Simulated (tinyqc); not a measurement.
Inside a calculation. Method: MP2 on RHF in the sto-3g basis, for LiH, spin multiplicity 1. One step of it, computed by the program tinyqc.

Task: Second-order Moller-Plesset energy. E2 = sum_ijab (ia|jb) [2 (ia|jb) - (ib|ja)] / (e_i + e_j - e_a - e_b) over occupied i, j and virtual a, b; the opposite-spin part is (ia|jb)^2 / denominator, the rest is same-spin, and SCS-MP2 scales them by 6/5 and 1/3.

orbital energies (hartree): [-2.347830, -0.288896, 0.078580, 0.163894, 0.163894, 0.559498]

Two-electron integrals over orbitals (pq|rs), unique and non-zero (hartree):
```
(11|11) 1.658422    (21|11) -0.113785   (21|21) 0.013876    (22|11) 0.372036
(22|21) 0.006637    (22|22) 0.490300    (31|11) -0.138194   (31|21) 0.011347
(31|22) -0.016375   (31|31) 0.021603    (32|11) 0.012561    (32|21) -0.003474
(32|22) -0.047860   (32|31) 0.000201    (32|32) 0.012647    (33|11) 0.395795
(33|21) -0.011298   (33|22) 0.224866    (33|31) 0.001899    (33|32) 0.006917
(33|33) 0.338315    (41|41) 0.009818    (42|41) 0.007525    (42|42) 0.023662
(43|41) 0.010251    (43|42) 0.019243    (43|43) 0.041289    (44|11) 0.396315
(44|21) -0.004454   (44|22) 0.272299    (44|31) -0.004961   (44|32) 0.005307
(44|33) 0.282094    (44|44) 0.312946    (51|51) 0.009818    (52|51) 0.007525
(52|52) 0.023662    (53|51) 0.010251    (53|52) 0.019243    (53|53) 0.041289
(54|54) 0.016869    (55|11) 0.396315    (55|21) -0.004454   (55|22) 0.272299
(55|31) -0.004961   (55|32) 0.005307    (55|33) 0.282094    (55|44) 0.279207
(55|55) 0.312946    (61|11) 0.049301    (61|21) -0.008631   (61|22) -0.006527
(61|31) -0.001926   (61|32) 0.001512    (61|33) 0.010116    (61|44) 0.000429
(61|55) 0.000429    (61|61) 0.008025    (62|11) -0.036284   (62|21) 0.005126
(62|22) 0.129060    (62|31) 0.000038    (62|32) -0.034103   (62|33) -0.011230
(62|44) -0.014051   (62|55) -0.014051   (62|61) 0.000213    (62|62) 0.123479
(63|11) 0.017518    (63|21) -0.003904   (63|22) -0.051159   (63|31) 0.004442
(63|32) 0.008979    (63|33) 0.036003    (63|44) 0.001870    (63|55) 0.001870
(63|61) 0.004267    (63|62) -0.031518   (63|63) 0.026364    (64|41) -0.006071
(64|42) -0.019567   (64|43) -0.013795   (64|64) 0.019635    (65|51) -0.006071
(65|52) -0.019567   (65|53) -0.013795   (65|65) 0.019635    (66|11) 0.361779
(66|21) 0.003684    (66|22) 0.455470    (66|31) -0.011346   (66|32) -0.042842
(66|33) 0.241704    (66|44) 0.268669    (66|55) 0.268669    (66|61) -0.002699
(66|62) 0.136956    (66|63) -0.043861   (66|66) 0.455120
```

Hartree-Fock energy = -7.86295851 hartree

Give: Terms; Pair energies; MP2 correlation energy; SCS-MP2 correlation energy; MP2 total energy.

Result:

Terms:
```
i  j  a  b    (ia|jb)    (ib|ja)  denominator       term
2  2  6  6      0.123      0.123       -1.697     -0.009
2  2  6  3     -0.034     -0.034       -1.216  -9.57e-04
2  2  3  6     -0.034     -0.034       -1.216  -9.57e-04
2  2  5  5      0.024      0.024       -0.906  -6.18e-04
2  2  4  4      0.024      0.024       -0.906  -6.18e-04
2  2  3  3      0.013      0.013       -0.735  -2.18e-04
1  1  3  3      0.022      0.022       -4.853  -9.62e-05
1  1  5  5      0.010      0.010       -5.023  -1.92e-05
1  1  4  4      0.010      0.010       -5.023  -1.92e-05
1  2  5  5      0.008      0.008       -2.965  -1.91e-05
2  1  5  5      0.008      0.008       -2.965  -1.91e-05
2  1  4  4      0.008      0.008       -2.965  -1.91e-05
1  2  4  4      0.008      0.008       -2.965  -1.91e-05
1  1  6  6      0.008      0.008       -5.815  -1.11e-05
2  1  3  6   1.51e-03   3.79e-05       -3.275  -1.38e-06
1  2  6  3   1.51e-03   3.79e-05       -3.275  -1.38e-06
1  1  6  3  -1.93e-03  -1.93e-03       -5.334  -6.95e-07
1  1  3  6  -1.93e-03  -1.93e-03       -5.334  -6.95e-07
1  2  3  6   3.79e-05   1.51e-03       -3.275   1.66e-08
2  1  6  3   3.79e-05   1.51e-03       -3.275   1.66e-08
1  2  3  3   2.01e-04   2.01e-04       -2.794  -1.45e-08
2  1  3  3   2.01e-04   2.01e-04       -2.794  -1.45e-08
2  1  6  6   2.13e-04   2.13e-04       -3.756  -1.20e-08
1  2  6  6   2.13e-04   2.13e-04       -3.756  -1.20e-08
```

Pair energies (hartree; pair i-j sums ij and ji):
```
pair  opposite spin  same spin
1-1       -1.47e-04          0
2-1       -7.78e-05  -1.33e-06
2-2          -0.012          0
```

MP2 correlation energy = -0.01258 hartree

SCS-MP2 correlation energy = -0.01509 hartree

MP2 total energy = -7.87554 hartree
